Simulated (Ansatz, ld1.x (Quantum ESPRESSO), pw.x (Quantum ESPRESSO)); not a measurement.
Which Tc potential is closest to all-electron in the diamond crystal?

All use PBEsol, scalar-relativistic, no spin, cutoffs from each file’s atomic test, pw.x 7.5; 8³ k-points, Fermi–Dirac smearing 0.01 Ry. Δ is the rms difference from all-electron LAPW of the E(V) curves that follow from fits to the pressures, over ±6 % in volume. Mesh and smearing are coarse and serve the comparison alone. The files are a selection: those with a ghost or negative overlap were mostly not run, and those with noisy or unconverged pressures or nearly equal Δ are left out.

All-electron: a0 = 5.478 Å (V0 = 20.55 Å³/atom), B0 = 164.5 GPa.

Rank them by Δ, smallest first.
A. norm-conserving Troullier–Martins (Kleinman–Bylander form), ld1.x (Quantum ESPRESSO) 7.5, PBEsol; core [Kr], reference 4d5 5s2 5p0; waves: 5s (bound): rc 2.75 bohr; 5p (bound, empty): rc 3.30 bohr; 4d (bound): rc 2.35 bohr; 4f channel at 0.45 Ry: rc 2.65 bohr; local part: all-electron potential smoothed inside 1.85 bohr (lloc = -2); core correction: a·sin(br)/r model core, default radius (core density twice the valence density).
B. norm-conserving Troullier–Martins (Kleinman–Bylander form), ld1.x (Quantum ESPRESSO) 7.5, PBEsol; core [Kr], reference 4d5 5s1 5p1; waves: 5p (bound): rc 2.75 bohr; 4d (bound): rc 1.50 bohr; 4f channel at -0.1 Ry: rc 2.50 bohr; 5s (bound): rc 2.20 bohr; local part: the s channel; core correction: none.
C. PAW, ld1.x (Quantum ESPRESSO) 7.5, PBEsol; core [Ar] 3d10, reference 4s2 4p6 4d5 5s2 5p0; waves: 4s (bound): rcut 1.35, rcutus 1.60 bohr; 5s (bound): rcut 1.35, rcutus 1.60 bohr; 4p (bound): rcut 1.65, rcutus 1.80 bohr; 5p (bound, empty): rcut 1.65, rcutus 1.80 bohr; 4d (bound): rcut 1.80, rcutus 2.40 bohr; 4d channel at 0.6 Ry: rcut 1.80, rcutus 2.40 bohr; local part: all-electron potential smoothed inside 2.15 bohr (lloc = -1); core correction: a·sin(br)/r model core inside 0.95 bohr; augmentation: PSQ, radius 1.55 bohr.

B (6.5 meV/atom), C (22.5 meV/atom), A (35.4 meV/atom).
